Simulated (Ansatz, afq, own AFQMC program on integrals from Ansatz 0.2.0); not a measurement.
Two steps: Ansatz 0.2.0 writes the Fock matrix and Cholesky factors of the valence space, and afq projects on them the lowest state that overlaps trial and start.

```yaml
crystal:
  periodic: [false, false, false]
  atoms:
    - {symbol: B, position_ang: [0.000000, 0.000000, 0.752901]}
    - {symbol: B, position_ang: [0.000000, 0.000000, -1.009563]}
    - {symbol: H, position_ang: [0.000000, 1.023985, 1.376457]}
    - {symbol: H, position_ang: [0.000000, -1.023985, 1.376457]}
basis:
  gaussian: {orbitals: 6-31G}
magnetization: {spin_polarized: true, initial_magnetization: 2}
correlation: {method: ccsd_t, electrons: outside_noble_gas, hamiltonian_folder: ham}
```

```sh
$ ansatz run in.yaml --threads 1 --pin off --events-out ev --progress --plain --max-ram 24576MiB --backend cuda --devices 0, --max-vram 18GiB
```

Options of the walk:

```
--method phaseless --trial hf --walkers 160 --populations 1 --least-time 40 --time-step 0.01 --steps-per-block 50 --equilibration-blocks 6 --max-blocks 120 --target-error 0.00068 --factor-cut 0.001 --start determinant --seed 8951 --release-times 0.5,1,2 --release-step 0.02 --release-every 2 --taylor-order 6
```

Times are imaginary, in 1/Eh. The walk had a cap of 60 s.

afq prints:

```
orbitals 20  electrons 5 3  factors 88 of 316
reference energy -50.36362515 Eh
CCSD correlation -0.10117323 Eh in 12 cycles, weight of the determinant in the CISD state 0.9041
energy of the start -50.363625 Eh
 block  time / (1/Eh)  mean weight  energy / Eh
     1     0.500  1.0009  -50.412385
     2     1.000  1.0012  -50.436051
     3     1.500  1.0009  -50.447175
     4     2.000  0.9986  -50.448185
     5     2.500  0.9988  -50.456854
     7     3.500  0.9977  -50.450691
     9     4.500  0.9996  -50.463924
    13     6.500  0.9993  -50.456769
    19     9.500  0.9998  -50.462180
    25    12.500  0.9977  -50.465967
    31    15.500  0.9994  -50.461837
    37    18.500  0.9994  -50.466907
    43    21.500  0.9987  -50.457818
    49    24.500  0.9998  -50.477046
    55    27.500  1.0012  -50.458614
    61    30.500  0.9989  -50.451106
    67    33.500  0.9985  -50.479502
    73    36.500  0.9983  -50.467465
    79    39.500  1.0021  -50.478321
    85    42.500  1.0000  -50.468713
    91    45.500  1.0007  -50.479288
    97    48.500  1.0003  -50.464326
   103    51.500  1.0006  -50.482269
   109    54.500  1.0014  -50.472126
   115    57.500  0.9996  -50.458671
   121    60.500  0.9997  -50.475515
   124    62.000  1.0008  -50.465469
blocks merged  error / Eh  count
     1  0.000787  120
     2  0.000955  60
     4  0.001079  30
     8  0.001354  15
released: time / (1/Eh)  energy / Eh  error  mean overlap
  0.50  -50.469476  0.001022  1.0010
  1.00  -50.468335  0.001073  1.0086
  2.00  -50.469866  0.001308  1.0055
energy -50.468432 +/- 0.001079 Eh
(rows thinned)
```

The run passed its tests (sampling time, drift between the halves within three errors, error under three times the target), which doesn't prove that it has relaxed. The second half of the sampling lies below the first by 2.8 errors of their difference, so the energy may still be moving and its error bar be too small.

Against this walk (error 29.3 meV) on the same determinant: CCSD(T) 24.3 meV higher (within the noise), CCSDT(Q) 9.2 meV lower (within the noise), CCSDTQ 10.0 meV lower (within the noise), full CI 10.1 meV lower (within the noise), a separate phaseless walk with a CISD trial and standard settings 0.3 ± 29.4 meV lower (within the noise). The error is statistical and leaves out the bias of the constraint. Released to 2.00 1/Eh the energy moves by -39 ± 46 meV (both errors), within twice the noise.

Cautions: constraint bias not in the error; error above the target (29.3 against 18.5 meV); the coarse factor cut changes the integrals a little; the time-step error isn't removed.

The walk took 39 s on 1 × NVIDIA H100 80GB HBM3 with 2 threads of AMD EPYC 7R13 Processor (Zen 3), with other jobs on the host (the card was shared). The log's last line is the phaseless energy.

CCSDT and higher add their correlation energy to the determinant of the CCSD(T) run, since their own runs factorise the integrals more tightly (a shift of under 2 meV). A walk keeps the symmetry of its determinant, which the program's search chose and which needn't be the lowest solution, so a lower state of the same spin and another symmetry isn't excluded.
